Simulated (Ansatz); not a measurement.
**PO (Phosphorus monoxide): UCCSD(T)/STO-3G**

What is the vertical doublet–quartet gap of PO (Phosphorus monoxide) at UCCSD(T)/STO-3G? 

The results are computed with Ansatz 0.2.0.

36 further runs of the same task are left out: 5 that didn't finish, 31 set aside as unsound or not needed.

**1. The molecule**

PO: 2 atoms, total charge 0, spin state doublet. As SMILES, `O=[P]`. The coordinates come from a PBE0-D4/def2-TZVP relaxation.

Bond lengths: O1–P2 1.474 Å.

**2. The energy at UCCSD(T)/STO-3G**

The input, run.yaml:

```yaml
crystal:
  periodic: [false, false, false]
  atoms:
    - {symbol: O, position_ang: [0.000000, -0.000000, -0.009450]}
    - {symbol: P, position_ang: [-0.000000, 0.000000, 1.464540]}
basis:
  gaussian:
    orbitals: STO-3G
magnetization:
  spin_polarized: true
  initial_magnetization: 1
correlation:
  method: ccsd_t
  frozen_orbitals: {O: 1, P: 5}
accuracy: high
scf:
  omitted_lower_state_checks: [cluster_reference, increment]
```

Launch:

```bash
$ ansatz run run.yaml --threads 1 --pin off --max-ram 3480MiB --events-out events.jsonl --progress --plain --runs-dir runs
```

The program printed:

```text
Warning: RAYON_NUM_THREADS=1 ignored (pool sized by the plan → 1); use --threads N
[... 17 lines left out ...]
6 core orbitals not correlated: weight in the atoms' cores, before any rotation towards them, 1.000 or more for the frozen orbitals, at most 0.000 for the correlated occupied ones
[... 33 lines left out ...]
Total energy: -11178.52732224 eV, -410.8033020142 hartree
Checks for a lower state left out: cluster_reference, increment
```

Run time: 0.46 s. Hardware: 1 thread of Intel Xeon Platinum 8488C (Sapphire Rapids), shared host.

**3. The quartet at the same level**

The input, molecule.yaml:

```yaml
crystal:
  periodic: [false, false, false]
  atoms:
    - {symbol: O, position_ang: [0.000000, -0.000000, -0.009450]}
    - {symbol: P, position_ang: [-0.000000, 0.000000, 1.464540]}
basis:
  gaussian:
    orbitals: STO-3G
scf:
  omitted_lower_state_checks: [cluster_reference, increment]
accuracy: high
correlation:
  method: ccsd_t
  frozen_orbitals: {O: 1, P: 5}
magnetization:
  spin_polarized: true
  initial_magnetization: 3
```

Launch:

```bash
$ ansatz run molecule.yaml --threads 1 --pin off --max-ram 3480MiB --events-out events.jsonl --progress --plain --runs-dir runs
```

The program printed:

```text
Warning: RAYON_NUM_THREADS=1 ignored (pool sized by the plan → 1); use --threads N
Functional definition: HF
  name "HF"
  exchange = exact_x
  correlation = 0
these checks for a lower state are left out or cut short: cluster_reference, increment
224 factors; integrals over basis functions are off by at most 1.2e-8 eV
mean field evaluation 1: about -11171.1501 eV, gradient 6.2e0 eV
mean field evaluation 2: about -11171.2031 eV, gradient 6.2e0 eV
mean field evaluation 4: about -11171.7191 eV, gradient 1.8e0 eV
mean field evaluation 8: about -11171.9082 eV, gradient 8.0e-4 eV
mean field evaluation 16: about -11172.0442 eV, gradient 9.7e-1 eV
mean field evaluation 32: about -11171.1501 eV, gradient 6.2e0 eV
mean field evaluation 64: about -11173.4105 eV, gradient 1.3e0 eV
mean field -11173.43065677 eV, -410.6160030131 hartree, gradient 4.2e-8 eV, S^2 3.758586; 9 other end points of the search recorded, 0 dependent functions left out
6 core orbitals not correlated: weight in the atoms' cores, before any rotation towards them, 1.000 or more for the frozen orbitals, at most 0.000 for the correlated occupied ones
reference -11173.43065677 eV, -410.6160030131 hartree; 7, 4 occupied and 1, 4 virtual orbitals, 224 factors
second order -0.56272419 eV of doubles, -0.00000000 eV of singles
cycle   1  -0.69259579 eV  change   -1.3e-1 eV  update   3.8e-2
cycle   2  -0.78393767 eV  change   -9.1e-2 eV  update   1.9e-2
cycle   3  -0.78877007 eV  change   -4.8e-3 eV  update   5.3e-3
cycle   4  -0.79209097 eV  change   -3.3e-3 eV  update   1.9e-3
cycle   5  -0.79154868 eV  change    5.4e-4 eV  update   7.6e-4
cycle   6  -0.79237199 eV  change   -8.2e-4 eV  update   2.4e-4
cycle   7  -0.79219317 eV  change    1.8e-4 eV  update   5.6e-5
cycle   8  -0.79222562 eV  change   -3.2e-5 eV  update   1.7e-5
cycle   9  -0.79223649 eV  change   -1.1e-5 eV  update   5.1e-6
cycle  10  -0.79223229 eV  change    4.2e-6 eV  update   2.0e-6
cycle  11  -0.79223212 eV  change    1.8e-7 eV  update   6.4e-7
cycle  12  -0.79223211 eV  change    4.4e-9 eV  update   1.8e-7
cycle  13  -0.79223213 eV  change   -1.8e-8 eV  update   6.4e-8
cycle  14  -0.79223209 eV  change    4.1e-8 eV  update   2.0e-8
cycle  15  -0.79223210 eV  change   -1.3e-8 eV  update   1.0e-8
cycle  16  -0.79223192 eV  change    1.8e-7 eV  update   4.4e-8
cycle  17  -0.79223183 eV  change    8.5e-8 eV  update   2.0e-8
cycle  18  -0.79223183 eV  change    3.7e-9 eV  update   5.4e-9
cycle  19  -0.79223183 eV  change   -2.2e-9 eV  update   2.1e-9
cycle  20  -0.79223183 eV  change  -5.1e-10 eV  update  8.3e-10
perturbative correction -0.01644334 eV, -0.0006042815 hartree
Total energy: -11174.23933194 eV, -410.6457212774 hartree
Checks for a lower state left out: cluster_reference, increment
```

Run time: 0.22 s. Hardware: 1 thread of Intel Xeon Platinum 8488C (Sapphire Rapids), shared host.

**4. Summary of results**

Level: UCCSD(T)/STO-3G, 6 core orbitals frozen.

| quantity | value |
| --- | --- |
| doublet: total energy | -410.80330 Eh |
| doublet: correlation energy (6 core orbitals frozen) | -106.0 mEh |
| doublet: (T) correction | -1.98 mEh |
| doublet: ⟨S²⟩ of the reference determinant | 1.306 |
| doublet: T1 diagnostic | 0.105 |
| quartet: total energy | -410.64572 Eh |
| quartet: correlation energy (6 core orbitals frozen) | -29.7 mEh |
| quartet: (T) correction | -0.60 mEh |
| quartet: ⟨S²⟩ of the reference determinant | 3.759 |
| quartet: T1 diagnostic | 0.013 |
| vertical energy of the quartet above the doublet | 4.288 eV |

**Reading.** At this shape the quartet lies 4.29 eV (414 kJ/mol) above the doublet. In a minimal basis such a difference can be off by several eV, whatever the method. ⟨S²⟩ (doublet) is 1.31 where a pure doublet has 0.75: the reference is spin-contaminated. The T1 diagnostic (doublet) of 0.105 is above the customary mark for such species, so a single reference may not serve. The triples (doublet) make up 1.9 % of the correlation energy. The triples (quartet) make up 2.0 % of the correlation energy.
